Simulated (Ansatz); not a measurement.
A relaxed structure of MgSe. Space group Fm-3m (No. 225), rock salt type. These are r2SCAN (plane waves to 500 eV, PAW, scalar-relativistic; Ansatz, an electronic-structure program) values and carry that method's errors.

Space group Fm-3m (No. 225); a = b = c = 5.4723 Å, α = β = γ = 90.00°

```json
[
 {"atom": "Mg", "site": "4b", "symmetry": "m-3m", "x": "0.5000", "y": "0.5000", "z": "0.5000"},
 {"atom": "Se", "site": "4a", "symmetry": "m-3m", "x": "0.0000", "y": "0.0000", "z": "0.0000"}
]
```
(The calculation used a cell of 2 atoms; values per cell refer to that cell.)

Q: Predict the band gap from r2SCAN.

A: 2.48 eV, indirect (valence top at Γ, conduction bottom at X) (no spin-orbit coupling).

Q: What is the computed smallest direct gap (r2SCAN)?

A: 3.44 eV at Γ.

No spin polarisation in the result.

Measured for MgSe: a 5.46 Å (room temperature; as listed in M J Lucero, T M Henderson, G E Scuseria, Journal of Physics Condensed Matter (2012)). Computed minus measured — a: r2SCAN +0.2 %. The computed values are for a static lattice.

It was reached from a disturbed copy of a P4₂/mmc (No. 131) cell, against which it lies -393 meV/atom.
